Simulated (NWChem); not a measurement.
All runs are NWChem calculations. System: oxygen (O₂), charge 0, spin multiplicity 3, at a geometry optimised with UB3LYP/def2-SVP. Its SCF solution wasn't tested for a lower state. Level: UHF/def2-TZVPD.

Job file:

```
start mol
memory heap 200 mb stack 800 mb global 1000 mb
geometry units angstroms nocenter noautoz
  O      0.000000     0.000000     0.599976
  O      0.000000     0.000000    -0.599976
  symmetry group D2h
end
basis spherical
  * library def2-tzvpd
end
scf
  uhf
  nopen 2
  maxiter 100
  thresh 1e-7
  semidirect memsize 60000000 filesize 0
  # guess.movecs holds the orbitals of an unrestricted PBE0 run
  vectors input guess.movecs output mol.movecs
end
task scf energy
```

Part of the output:

```
             Northwest Computational Chemistry Package (NWChem) 7.3.0
             --------------------------------------------------------

                                NWChem Input Module
                                -------------------

 Scaling coordinates for geometry "geometry" by  1.889725989
 (inverse scale =  0.529177249)

 Turning off AUTOSYM since
 SYMMETRY directive was detected!

                             Geometry "geometry" -> ""
                             -------------------------

 Output coordinates in angstroms (scale by  1.889725989 to convert to a.u.)

  No.       Tag          Charge          X              Y              Z
 ---- ---------------- ---------- -------------- -------------- --------------
    1 O                    8.0000     0.00000000     0.00000000     0.59997600
    2 O                    8.0000     0.00000000     0.00000000    -0.59997600

 Effective nuclear repulsion energy (a.u.)      28.2239155699

            Nuclear Dipole moment (a.u.)
            ----------------------------
        X                 Y               Z
 ---------------- ---------------- ----------------
     0.0000000000     0.0000000000     0.0000000000

      Symmetry information
      --------------------

 Group name             D2h
 Group number             26
 Group order               8
 No. of unique centers     1

      Symmetry unique atoms

     1


 Summary of "ao basis" -> "" (spherical)
 ------------------------------------------------------------------------------
       Tag                 Description            Shells   Functions and Types
 ---------------- ------------------------------  ------  ---------------------
 *                         def2-tzvpd                 on all atoms

 Summary of "ao basis" -> "ao basis" (spherical)
 ------------------------------------------------------------------------------
       Tag                 Description            Shells   Functions and Types
 ---------------- ------------------------------  ------  ---------------------
 O                         def2-tzvpd               14       40   6s4p3d1f

                                 NWChem SCF Module
                                 -----------------

  ao basis        = "ao basis"
  functions       =    80
  atoms           =     2
  alpha electrons =     9
  beta  electrons =     7
  charge          =   0.00
  wavefunction    = UHF
  use symmetry    = T
  symmetry adapt  = T

 Summary of "ao basis" -> "ao basis" (spherical)
 ------------------------------------------------------------------------------
       Tag                 Description            Shells   Functions and Types
 ---------------- ------------------------------  ------  ---------------------
 O                         def2-tzvpd               14       40   6s4p3d1f

      Symmetry analysis of basis
      --------------------------

        ag         18
        au          4
        b1g         4
        b1u        18
        b2g         9
        b2u         9
        b3g         9
        b3u         9

 Forming initial guess at       0.3s

   Symmetry analysis of molecular orbitals - initial alpha
   -------------------------------------------------------

  Numbering of irreducible representations:

     1 ag          2 au          3 b1g         4 b1u         5 b2g
     6 b2u         7 b3g         8 b3u

  Orbital symmetries:

     1 ag          2 b1u         3 ag          4 b1u         5 b2u
     6 b3u         7 ag          8 b3g         9 b2g        10 b1u
[...]
                     UHF Final Beta Molecular Orbital Analysis
                     -----------------------------------------

 Vector    5  Occ=1.000000D+00  E=-7.070506D-01  Symmetry=ag
              MO Center= -2.2D-34,  7.7D-34,  2.0D-17, r^2= 1.2D+00
   Bfn.  Coefficient  Atom+Function         Bfn.  Coefficient  Atom+Function
  ----- ------------  ---------------      ----- ------------  ---------------
     9      0.326367  1 O  pz                49     -0.326367  2 O  pz
    12      0.279556  1 O  pz                52     -0.279556  2 O  pz
     5      0.155461  1 O  s                 45      0.155461  2 O  s

 Vector    6  Occ=1.000000D+00  E=-5.815225D-01  Symmetry=b2u
              MO Center= -6.3D-16,  8.8D-18,  6.6D-16, r^2= 9.2D-01
   Bfn.  Coefficient  Atom+Function         Bfn.  Coefficient  Atom+Function
  ----- ------------  ---------------      ----- ------------  ---------------
     8      0.292816  1 O  py                48      0.292816  2 O  py
    11      0.279215  1 O  py                51      0.279215  2 O  py
    14      0.160480  1 O  py                54      0.160480  2 O  py

 Vector    7  Occ=1.000000D+00  E=-5.815225D-01  Symmetry=b3u
              MO Center=  3.3D-18, -2.5D-17,  3.0D-16, r^2= 9.2D-01
   Bfn.  Coefficient  Atom+Function         Bfn.  Coefficient  Atom+Function
  ----- ------------  ---------------      ----- ------------  ---------------
     7      0.292816  1 O  px                47      0.292816  2 O  px
    10      0.279215  1 O  px                50      0.279215  2 O  px
    13      0.160480  1 O  px                53      0.160480  2 O  px

 Vector    8  Occ=0.000000D+00  E= 8.625940D-02  Symmetry=b1u
              MO Center=  9.4D-18, -4.9D-19, -4.5D-15, r^2= 1.4D+01
   Bfn.  Coefficient  Atom+Function         Bfn.  Coefficient  Atom+Function
  ----- ------------  ---------------      ----- ------------  ---------------
     6      6.356381  1 O  s                 46     -6.356381  2 O  s
    18     -2.052184  1 O  pz                58     -2.052184  2 O  pz
     5      1.730563  1 O  s                 45     -1.730563  2 O  s
    15     -1.357213  1 O  pz                55     -1.357213  2 O  pz
    31      0.342524  1 O  d  0              71     -0.342524  2 O  d  0

 Vector    9  Occ=0.000000D+00  E= 9.002572D-02  Symmetry=b3g
              MO Center= -3.4D-32,  5.7D-19, -2.4D-16, r^2= 3.4D+00
   Bfn.  Coefficient  Atom+Function         Bfn.  Coefficient  Atom+Function
  ----- ------------  ---------------      ----- ------------  ---------------
    17      0.966232  1 O  py                57     -0.966232  2 O  py
    14      0.387884  1 O  py                54     -0.387884  2 O  py
     8      0.270232  1 O  py                48     -0.270232  2 O  py
    11      0.258774  1 O  py                51     -0.258774  2 O  py

 Vector   10  Occ=0.000000D+00  E= 9.002572D-02  Symmetry=b2g
              MO Center= -1.0D-17,  1.0D-32,  2.5D-16, r^2= 3.4D+00
   Bfn.  Coefficient  Atom+Function         Bfn.  Coefficient  Atom+Function
  ----- ------------  ---------------      ----- ------------  ---------------
    16      0.966232  1 O  px                56     -0.966232  2 O  px
    13      0.387884  1 O  px                53     -0.387884  2 O  px
     7      0.270232  1 O  px                47     -0.270232  2 O  px
    10      0.258774  1 O  px                50     -0.258774  2 O  px

 center of mass
 --------------
 x =   0.00000000 y =   0.00000000 z =   0.00000000

 moments of inertia (a.u.)
 ------------------
          41.122283656677           0.000000000000           0.000000000000
           0.000000000000          41.122283656677           0.000000000000
           0.000000000000           0.000000000000           0.000000000000

  Mulliken analysis of the total density
  --------------------------------------

    Atom       Charge   Shell Charges
 -----------   ------   -------------------------------------------------------
    1 O    8     8.00   0.79  1.18  0.62  0.97  0.35  0.00  1.74  1.76  0.52  0.01  0.01  0.05 -0.01  0.01
    2 O    8     8.00   0.79  1.18  0.62  0.97  0.35  0.00  1.74  1.76  0.52  0.01  0.01  0.05 -0.01  0.01

  Mulliken analysis of the alpha density
  --------------------------------------

    Atom       Charge   Shell Charges
 -----------   ------   -------------------------------------------------------
    1 O    8     4.50   0.40  0.59  0.33  0.50  0.16 -0.00  1.17  1.09  0.26  0.00  0.00  0.02 -0.01  0.00
    2 O    8     4.50   0.40  0.59  0.33  0.50  0.16 -0.00  1.17  1.09  0.26  0.00  0.00  0.02 -0.01  0.00

   Mulliken analysis of the beta density
   -------------------------------------

    Atom       Charge   Shell Charges
 -----------   ------   -------------------------------------------------------
    1 O    8     3.50   0.40  0.59  0.29  0.47  0.19  0.00  0.58  0.67  0.26  0.01  0.00  0.03  0.01  0.00
    2 O    8     3.50   0.40  0.59  0.29  0.47  0.19  0.00  0.58  0.67  0.26  0.01  0.00  0.03  0.01  0.00

   Mulliken analysis of the spin density
   -------------------------------------

    Atom       Charge   Shell Charges
 -----------   ------   -------------------------------------------------------
    1 O    8     1.00   0.00 -0.00  0.04  0.02 -0.04 -0.01  0.59  0.41  0.01 -0.01 -0.00 -0.01 -0.02 -0.00
    2 O    8     1.00   0.00 -0.00  0.04  0.02 -0.04 -0.01  0.59  0.41  0.01 -0.01 -0.00 -0.01 -0.02 -0.00

       Multipole analysis of the density wrt the origin
       ------------------------------------------------

     L   x y z        total         alpha         beta         nuclear
     -   - - -        -----         -----         ----         -------
     0   0 0 0     -0.000000     -9.000000     -7.000000     16.000000

     1   1 0 0      0.000000      0.000000      0.000000      0.000000
     1   0 1 0      0.000000      0.000000      0.000000      0.000000
     1   0 0 1     -0.000000     -0.000000     -0.000000      0.000000

     2   2 0 0     -7.474485     -4.120088     -3.354397      0.000000
     2   1 1 0      0.000000      0.000000     -0.000000      0.000000
     2   1 0 1     -0.000000     -0.000000     -0.000000      0.000000
     2   0 2 0     -7.474485     -4.120088     -3.354397      0.000000
     2   0 1 1     -0.000000     -0.000000     -0.000000      0.000000
     2   0 0 2     -7.662945    -15.895198    -12.335432     20.567685

 Task  times  cpu:        3.2s     wall:        3.2s

 Total times  cpu:        3.4s     wall:        3.4s
```
